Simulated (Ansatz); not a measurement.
```xyz
3

O     0.0000    0.0000    0.1193
H     0.0000    0.7632   -0.4770
H     0.0000   -0.7632   -0.4770
```

Basis set: pcseg-2 (spherical functions). Charge 0, multiplicity 1.

Computed with Ansatz (development build ahead of 0.2.0); each method stands on the lowest determinant of its kind that the runs found. Restricted functionals stand beside restricted open-shell atoms, which can lie above the unrestricted atoms usual in DFT and then raise those values.

The atomization energy at this shape (free ground-state atoms in the same class of orbitals less the molecule, no zero-point energy) of singlet H2O:

| method | atomization energy |
| --- | --- |
| ωB97X (restricted) | 10.00 eV |

Q: What does PBE0 (unrestricted) give?

A: 9.82 eV.

The shape needn't be a minimum at these levels.
